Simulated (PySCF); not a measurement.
Compound: N-ethylpropylamine, C5H13N.
SMILES with atom numbers: `[CH3:1][CH2:2][CH2:3][NH:4][CH2:5][CH3:6]` (hydrogens: H7, H8, H9 on C1; H10, H11 on C2; H12, H13 on C3; H14 on N4; H15, H16 on C5; H17, H18, H19 on C6)

The calculation used PySCF 2.14.0, density-fitted response routines, TDDFT PBE0/def2-SVPD, vertical, gas phase, core orbitals frozen in the response. The structure is a single GFN2-xTB conformer in the gas phase; no vibrational or solvent corrections. Torsions of this conformer, `[CH3:1][CH2:2][CH2:3][NH:4][CH2:5][CH3:6]`: C1–C2–C3–N4 62°, C2–C3–N4–C5 180°, C3–N4–C5–C6 -179°.

| state | E (eV) | E (hartree) | f | main configurations (H = HOMO, L = LUMO) |
| --- | --- | --- | --- | --- |
| S1 | 5.92 | 0.2177 | 0.0044 | H→L (95%) |
| S2 | 6.58 | 0.2418 | 0.021 | H→L+2 (71%), H→L+1 (17%), H→L+3 (10%) |
| S3 | 6.59 | 0.2422 | 0.028 | H→L+1 (80%), H→L+2 (18%) |
| S4 | 6.90 | 0.2535 | 0.043 | H→L+3 (86%), H→L+2 (9%) |
| S5 | 7.45 | 0.2736 | 0.0016 | H→L+4 (93%) |
| S6 | 7.74 | 0.2845 | 0.024 | H→L+5 (94%) |

Triplets, Tamm–Dancoff:

```
state  E (eV)  λ (nm)  main configurations (H = HOMO, L = LUMO)
   T1    5.70   217.5                                 H→L (90%)
   T2    6.44   192.5                               H→L+2 (86%)
```

The lowest singlet comes at 209 nm (572 kJ/mol) in the ultraviolet; it is very weak; its leading configuration is HOMO→LUMO (95%). The strongest level in the table is S4 at 6.90 eV (180 nm, f = 0.043). S2/S3 lie within about 0.01 eV of each other. Löwdin shares by element: HOMO nitrogen 58%, carbon 19% or more, hydrogen 5% or more (atoms not listed hold the other 18%); LUMO carbon 33% or more, hydrogen 9% or more (atoms not listed hold the other 58%). Weighted by f, the mean energy of these states is 6.91 eV. The oscillator strengths of these states sum to 0.121; summed over the whole spectrum of an exact calculation they would give the number of electrons, 50 (Thomas–Reiche–Kuhn). Of the 6 states listed, 4 reach f = 0.01 and none stays under 0.0005. Only the lowest 6 singlets were computed, as vertical energies without vibronic structure.

Cost: about 1.6 min of CPU time on one thread (with the writing of density and orbital grids); the machine was shared, so the figure is rough.
